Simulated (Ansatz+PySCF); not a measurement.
The numbers below are computed, except where a source is named.
A run of PySCF 2.14.0 on singlet SiH₂ at this shape:

```
atom    x (Å)   y (Å)   z (Å)
  Si   0.0000  0.0000  0.0000
   H   1.6111  0.0000  0.0000
   H  -1.9074  0.0000  0.0000
```

Its results:

```yaml
Converged: yes
Reference_energy: -289.84979 hartree
CCSD_correlation_energy: -0.10127 hartree
Triples_correction: -0.00707 hartree
Total_energy: -289.95813 hartree
Spin_squared_of_the_determinant: 1.000
```

(1) Which input gives this output? Name the method, the orbitals and the basis set, and write the input.

Results:

(1) UHF-CCSD(T) in 6-31G.

```python
from pyscf import gto, scf, cc

mol = gto.M(atom="""
Si 0.000000 0.000000 0.000000
H 1.611050 0.000000 0.000000
H -1.907390 0.000000 0.000000
""", basis='6-31g', charge=0, spin=0)
mf = scf.UHF(mol)
mf.kernel()
mycc = cc.CCSD(mf, frozen=5).run()
et = mycc.ccsd_t()
print(mf.e_tot, mycc.e_corr, et, mycc.e_tot + et)
```

Caution: large amplitudes, a single reference is doubtful; another spin multiplicity may lie lower; the unrestricted determinant is a mixture of spin states.
